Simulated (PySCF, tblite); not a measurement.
# CH₅BO: dynamics, then NMR shifts and electronic excitations on frames, part 2 of 2

tblite 0.8.0 and PySCF 2.14.0. Atoms count from 0. The steps go on from the part before.

## (10) Excited states and response: 800 fs, PBE0/def2-SVPD

What the job is given:

```
{"job": {"kind": "uv", "xc": "PBE0", "basis": "def2-SVPD", "nstates": 5, "ntriplets": 0}, "charge": 0, "multiplicity": 1}
B      0.338100    -0.103400     0.113100
O     -0.722200    -0.789300    -0.365000
C     -1.089100    -0.805800    -1.762600
H      1.162500     0.459000    -0.431400
H      0.242700     0.083500     1.306700
H     -0.293900    -0.277700    -2.355700
H     -0.999300    -1.897200    -1.966000
H     -2.144000    -0.443100    -1.861700
```

Method: TDDFT PBE0/def2-SVPD, vertical, gas phase, core orbitals frozen in the response.

What it wrote:

```text
coarse grid: 6360 points
cycle   1  E = -140.8457407892  dE =  6.047e-02  |g| = 4.963e-01  |ddm| = 3.112e+00
cycle   2  E = -140.7454672287  dE =  1.003e-01  |g| = 8.779e-01  |ddm| = 1.076e+00
cycle   3  E = -140.8941808277  dE = -1.487e-01  |g| = 5.298e-02  |ddm| = 6.419e-01
cycle   4  E = -140.8948074421  dE = -6.266e-04  |g| = 1.409e-02  |ddm| = 8.271e-02
cycle   5  E = -140.8948560076  dE = -4.857e-05  |g| = 4.409e-03  |ddm| = 2.526e-02
cycle   6  E = -140.8948606396  dE = -4.632e-06  |g| = 8.862e-04  |ddm| = 4.910e-03
final grid: 60488 points
cycle   7  E = -140.9217980553  dE = -1.271e-05  |g| = 7.681e-03  |ddm| = 3.375e-02
cycle   8  E = -140.9217797055  dE =  1.835e-05  |g| = 1.266e-02  |ddm| = 1.469e-02
cycle   9  E = -140.9218094453  dE = -2.974e-05  |g| = 8.602e-04  |ddm| = 9.095e-03
cycle  10  E = -140.9218096357  dE = -1.904e-07  |g| = 1.229e-04  |ddm| = 1.029e-03
cycle  11  E = -140.9218096391  dE = -3.371e-09  |g| = 3.874e-05  |ddm| = 2.035e-04
cycle  12  E = -140.9218096395  dE = -3.966e-10  |g| = 8.105e-06  |ddm| = 5.836e-05
converged SCF energy = -140.9218096395

Static polarisability (au): isotropic 34.124, principal 27.916 32.023 42.433

Singlet excitations
state   eV       nm        f      main configurations
  1   6.0384    205.3   0.00248   H->L 0.97
  2   7.7018    161.0   0.06469   H-1->L 0.69, H-2->L 0.28
  3   7.7761    159.4   0.03136   H->L+1 0.96
  4   8.0829    153.4   0.08193   H-2->L 0.69, H-1->L 0.26
  5   8.6315    143.6   0.01172   H-1->L+1 0.90
```

Wall time 3.1 s (1 thread of Arm Neoverse V1, shared host); peak memory 0.44 GiB.

This run: HOMO -8.34 eV, LUMO -0.44 eV; lowest singlet 6.04 eV.

## (11) Nuclear shieldings: 1000 fs, PBE0/pcSseg-1

What the job is given:

```
{"job": {"kind": "nmr", "xc": "PBE0", "basis": "pcSseg-1", "pop": false}, "charge": 0, "multiplicity": 1}
B     -0.525700    -0.385100     0.104000
O     -1.420000    -0.810100    -0.750900
C     -2.416500     0.033500    -1.285400
H     -0.368500     0.768700     0.471100
H      0.285400    -1.154500     0.331100
H     -2.248900     1.123400    -1.086200
H     -2.543300    -0.165800    -2.367200
H     -3.354400    -0.164800    -0.837800
```

Method: GIAO PBE0/pcSseg-1 NMR shielding, non-relativistic, gas phase.

What it wrote:

```text
coarse grid: 6360 points
cycle   1  E = -140.9357582580  dE =  1.931e-01  |g| = 4.990e-01  |ddm| = 2.184e+00
cycle   2  E = -140.8636008905  dE =  7.216e-02  |g| = 8.057e-01  |ddm| = 9.368e-01
cycle   3  E = -140.9812198629  dE = -1.176e-01  |g| = 6.159e-02  |ddm| = 6.269e-01
cycle   4  E = -140.9820089527  dE = -7.891e-04  |g| = 1.187e-02  |ddm| = 4.741e-02
cycle   5  E = -140.9820453310  dE = -3.638e-05  |g| = 2.999e-03  |ddm| = 1.275e-02
cycle   6  E = -140.9820473181  dE = -1.987e-06  |g| = 7.940e-04  |ddm| = 2.587e-03
final grid: 60488 points
cycle   7  E = -141.0096958462  dE = -1.588e-05  |g| = 9.112e-03  |ddm| = 1.438e-02
cycle   8  E = -141.0096765290  dE =  1.932e-05  |g| = 1.415e-02  |ddm| = 1.143e-02
cycle   9  E = -141.0097106012  dE = -3.407e-05  |g| = 9.936e-04  |ddm| = 7.725e-03
cycle  10  E = -141.0097108437  dE = -2.424e-07  |g| = 1.430e-04  |ddm| = 9.596e-04
cycle  11  E = -141.0097108480  dE = -4.325e-09  |g| = 4.519e-05  |ddm| = 1.288e-04
cycle  12  E = -141.0097108485  dE = -5.210e-10  |g| = 1.010e-05  |ddm| = 4.093e-05
converged SCF energy = -141.0097108485

GIAO shielding tensors (ppm)
atom      isotropic    diamagn.    paramagn.     s11        s22        s33       span
  0 B       54.681     198.898    -144.217     23.361     41.858     98.826     75.465
  1 O      135.844     392.340    -256.496    -83.452    123.227    367.757    451.209
  2 C      122.727     240.888    -118.161     82.029    101.636    184.516    102.487
  3 H       25.966      31.237      -5.271     24.984     26.417     26.496      1.512
  4 H       27.235      32.476      -5.241     26.610     26.884     28.211      1.601
  5 H       27.306      27.899      -0.593     25.168     25.740     31.010      5.842
  6 H       27.108      26.482       0.626     23.904     25.364     32.054      8.150
  7 H       28.088      27.722       0.366     25.222     26.111     32.930      7.708
```

Run time: 2.1 s. Hardware: 1 thread of Arm Neoverse V1, shared host; peak memory 0.44 GiB.

In short: δ C2 64.2, B0 45.4, O1 200.2, H3 5.75, H6 4.61 ppm.

## (12) Excited states and response: 1000 fs, PBE0/def2-SVPD

Same as in step 11 but for these lines:

```diff
@@ -1,2 +1,2 @@
-{"job": {"kind": "nmr", "xc": "PBE0", "basis": "pcSseg-1", "pop": false}, "charge": 0, "multiplicity": 1}
+{"job": {"kind": "uv", "xc": "PBE0", "basis": "def2-SVPD", "nstates": 5, "ntriplets": 0}, "charge": 0, "multiplicity": 1}
 B     -0.525700    -0.385100     0.104000
```

Method: TDDFT PBE0/def2-SVPD, vertical, gas phase, core orbitals frozen in the response.

What it wrote:

```text
coarse grid: 6360 points
cycle   1  E = -140.8557377776  dE =  1.710e-01  |g| = 4.734e-01  |ddm| = 3.307e+00
cycle   2  E = -140.7840707387  dE =  7.167e-02  |g| = 7.785e-01  |ddm| = 9.563e-01
cycle   3  E = -140.8993625734  dE = -1.153e-01  |g| = 5.423e-02  |ddm| = 5.525e-01
cycle   4  E = -140.8999958627  dE = -6.333e-04  |g| = 1.157e-02  |ddm| = 7.744e-02
cycle   5  E = -140.9000306793  dE = -3.482e-05  |g| = 3.070e-03  |ddm| = 2.366e-02
cycle   6  E = -140.9000329026  dE = -2.223e-06  |g| = 7.618e-04  |ddm| = 4.211e-03
final grid: 60488 points
cycle   7  E = -140.9272676522  dE = -1.709e-05  |g| = 8.284e-03  |ddm| = 4.641e-02
cycle   8  E = -140.9272505864  dE =  1.707e-05  |g| = 1.288e-02  |ddm| = 1.603e-02
cycle   9  E = -140.9272807817  dE = -3.020e-05  |g| = 9.369e-04  |ddm| = 9.148e-03
cycle  10  E = -140.9272810072  dE = -2.256e-07  |g| = 1.446e-04  |ddm| = 1.170e-03
cycle  11  E = -140.9272810117  dE = -4.420e-09  |g| = 4.398e-05  |ddm| = 2.204e-04
cycle  12  E = -140.9272810122  dE = -5.069e-10  |g| = 1.027e-05  |ddm| = 6.869e-05
converged SCF energy = -140.9272810122

Static polarisability (au): isotropic 32.980, principal 26.745 32.048 40.147

Singlet excitations
state   eV       nm        f      main configurations
  1   6.2962    196.9   0.00052   H->L 0.99
  2   8.0745    153.6   0.07553   H-1->L 0.68, H-2->L 0.29
  3   8.1044    153.0   0.04256   H->L+1 0.95
  4   8.3400    148.7   0.06467   H-2->L 0.68, H-1->L 0.28
  5   8.9206    139.0   0.01971   H->L+2 0.87
```

It took 3.1 s on 1 thread of Arm Neoverse V1, shared host; peak memory 0.44 GiB.

In short: HOMO -8.53 eV, LUMO -0.32 eV; lowest singlet 6.30 eV.

## (13) Run by run: NMR shifts

Shifts (ppm) of some atoms, chosen among heavy atoms and hydrogens apart, with basis size and wall time:

| frame | C2 | H4 | H7 | H6 | H5 | B0 | O1 | functions | time |
| --- | --- | --- | --- | --- | --- | --- | --- | --- | --- |
| 250 fs | 53.6 | 5.09 | 4.00 | 3.61 | 3.59 | 44.9 | 185.8 | 76 | 2.4 s |
| 425 fs | 63.1 | 4.53 | 4.04 | 5.49 | 3.04 | 38.6 | 215.9 | 76 | 2.1 s |
| 625 fs | 56.7 | 5.93 | 3.57 | 3.85 | 5.03 | 42.2 | 182.3 | 76 | 2 s |
| 800 fs | 73.4 | 5.46 | 5.42 | 5.62 | 5.08 | 50.0 | 214.3 | 76 | 2.1 s |
| 1000 fs | 64.2 | 4.48 | 3.63 | 4.61 | 4.41 | 45.4 | 200.2 | 76 | 2.1 s |

## (14) Run by run: electronic excitations

Excitations and ground-state properties, with basis size and wall time:

| frame | lowest singlet (eV) | brightest (eV) | f | gap (eV) | α (Å³) | μ (D) | functions | time |
| --- | --- | --- | --- | --- | --- | --- | --- | --- |
| 250 fs | 6.12 | 8.19 | 0.120 | 8.01 | 4.84 | 1.86 | 103 | 3.2 s |
| 425 fs | 6.37 | 8.85 | 0.121 | 8.24 | 4.78 | 1.96 | 103 | 3.3 s |
| 625 fs | 5.86 | 8.48 | 0.154 | 7.74 | 5.05 | 2.10 | 103 | 3.1 s |
| 800 fs | 6.04 | 8.08 | 0.082 | 7.90 | 5.06 | 1.92 | 103 | 3.1 s |
| 1000 fs | 6.30 | 8.07 | 0.076 | 8.21 | 4.89 | 1.80 | 103 | 3.1 s |

## (15) Summary of results

What follows sums up all 2 parts.

```
                                           quantity                             value
                                         thermostat                             400 K
                      mean temperature, second half                             425 K
            mean potential energy above the minimum                           0.34 eV
     ¹³C shifts against TMS (PBE0/pcSseg-1, 250 fs)                          53.6 ppm
      ¹H shifts against TMS (PBE0/pcSseg-1, 250 fs)  6.11, 5.09, 4.00, 3.61, 3.59 ppm
¹¹B shifts against BF3·OEt2 (PBE0/pcSseg-1, 250 fs)                          44.9 ppm
     ¹⁷O shifts against H2O (PBE0/pcSseg-1, 250 fs)                         185.8 ppm
            lowest singlet (PBE0/def2-SVPD, 250 fs)       6.12 eV (203 nm), f = 0.000
           brightest single state of those computed       state 4, 8.19 eV, f = 0.120
                           range of the shift of O1                182.3 to 215.9 ppm
                        range of the lowest singlet                   5.86 to 6.37 eV
```

What this shows: In the second half the potential energy averages 0.34 eV above the minimum; equipartition over 18 harmonic modes at 400 K would give 0.31 eV. With 8 atoms the temperature swings widely (199 to 592 K). Shifts at one fixed geometry are not the observed spectrum, which averages over the motion. In the first frame run (250 fs): The widest tensor belongs to O1: span 450 ppm, with a paramagnetic part of -243 ppm. The first singlet state (HOMO→LUMO 0.99) lies at 6.12 eV and is dark; of the 5 states computed, the strongest absorption comes from state 4 at 8.19 eV. Across the 5 runs the shift of O1 moves most, between 182.3 (625 fs) and 215.9 ppm (425 fs). The lowest singlet runs from 5.86 eV (625 fs) to 6.37 eV (425 fs), while the orbital gap spans 7.74 to 8.24 eV. The lowest state need not be the same one in every run.
